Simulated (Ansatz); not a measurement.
Consider the isomerisation: `CCNC=O` → `CN(C)C=O`.

Gas-phase electronic energies from Ansatz, PBE0-D4/def2-TZVP geometries. CCSD(T)/CBS adds triple-zeta CCSD(T) − MP2 to the extrapolated MP2 energy (def2 sets, frozen cores). Functionals use def2-TZVPP. B3LYP here is the variant with VWN-RPA as its local correlation; programs differ in this. Each species was taken in one conformer, which may not be the lowest.

`CCNC=O`:

Cartesian coordinates in Å:
```
C 0.856 1.229 -0.315
C -0.069 0.489 0.635
N -0.893 -0.497 -0.029
C -0.504 -1.781 -0.184
O 0.523 -2.253 0.247
H 1.458 1.960 0.231
H 1.533 0.529 -0.807
H 0.292 1.763 -1.084
H -0.727 1.188 1.158
H 0.514 -0.043 1.387
H -1.738 -0.205 -0.489
H -1.244 -2.379 -0.749
```

`CN(C)C=O`:

Cartesian coordinates in Å:
```
C -0.598 -0.244 -1.202
N 0.142 -0.067 0.019
C -0.445 0.739 1.052
C 1.352 -0.651 0.175
O 1.913 -1.343 -0.643
H -0.012 -0.875 -1.868
H -0.785 0.720 -1.685
H -1.563 -0.724 -1.005
H -0.623 1.762 0.701
H 0.227 0.782 1.910
H -1.402 0.322 1.383
H 1.794 -0.422 1.164
```

```json
{"level": "BLYP-D4", "ΔE (kJ/mol)": "20.6", "difference from CCSD(T)/CBS": "-5.7"}
{"level": "r2SCAN-D4", "ΔE (kJ/mol)": "23.2", "difference from CCSD(T)/CBS": "-3.1"}
{"level": "B3LYP-D4", "ΔE (kJ/mol)": "22.4", "difference from CCSD(T)/CBS": "-3.9"}
{"level": "BLYP", "ΔE (kJ/mol)": "22.2", "difference from CCSD(T)/CBS": "-4.1"}
{"level": "BHLYP", "ΔE (kJ/mol)": "25.3", "difference from CCSD(T)/CBS": "-1.0"}
{"level": "HF/def2-SVP", "ΔE (kJ/mol)": "24.2", "difference from CCSD(T)/CBS": "-2.1"}
{"level": "CCSD/def2-SVP", "ΔE (kJ/mol)": "22.3", "difference from CCSD(T)/CBS": "-4.0"}
{"level": "MP2/def2-QZVPP", "ΔE (kJ/mol)": "25.5", "difference from CCSD(T)/CBS": "-0.8"}
{"level": "SCS-MP2/def2-QZVPP", "ΔE (kJ/mol)": "25.6", "difference from CCSD(T)/CBS": "-0.7"}
{"level": "CCSD/CBS(def2)", "ΔE (kJ/mol)": "27.8", "difference from CCSD(T)/CBS": "1.5"}
{"level": "CCSD(T)/CBS", "ΔE (kJ/mol)": "26.3", "difference from CCSD(T)/CBS": "0"}
```

Largest T1 diagnostic among the species: 0.014.

From BLYP to BHLYP (50 % exact exchange), in def2-TZVPP and without D4, ΔE moves by +3.1 kJ/mol. Leaving LDA and LC-ωPBE aside and taking each functional with its dispersion term where it has one, the values, not all of them listed here, spread over 5.0 kJ/mol, from BLYP-D4 to ωB97M-V. LDA lies −4.8 kJ/mol from PBE without D4.

CCSD(T)/CBS has its own doubt, a few kJ/mol and more with outer-core shells, so smaller differences from it don't rank the levels.
